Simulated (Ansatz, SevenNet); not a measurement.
Elastic constant C12 (GPa) of solids drawn from the class of carbides, at two levels: the machine-learned potential SevenNet-l3i5 (trained on PBE and PBE+U data), and PBE in Ansatz (PAW).

```
solid              SevenNet-l3i5   PBE  shift (%)
-----------------  -------------  ----  ---------
rock-salt TiC               93.4   121        +30
rock-salt ZrC                107   104       -2.8
antifluorite Be2C            163  17.0        -90
rock-salt HfC                112   102       -8.9
rock-salt TaC                157   127      -19.1
hexagonal WC                 289   224        -22
rock-salt NbC                119   122       +2.5
```

The shifts run from -90 % to +30 %, with a median of -8.9 %.

Over all 7 rows PBE is the larger in 2.

Ansatz's runs of these crystals have no spin polarisation.

Spin–orbit coupling is left out, also for the solids with elements from indium on (rock-salt HfC, rock-salt TaC, hexagonal WC); its size isn't shown.

Each level is taken at its own relaxed cell. Ansatz's density-functional and Hartree–Fock values are scalar-relativistic unless marked +SOC, with PAW data made under PBE.

Ansatz is a program for electronic structure.
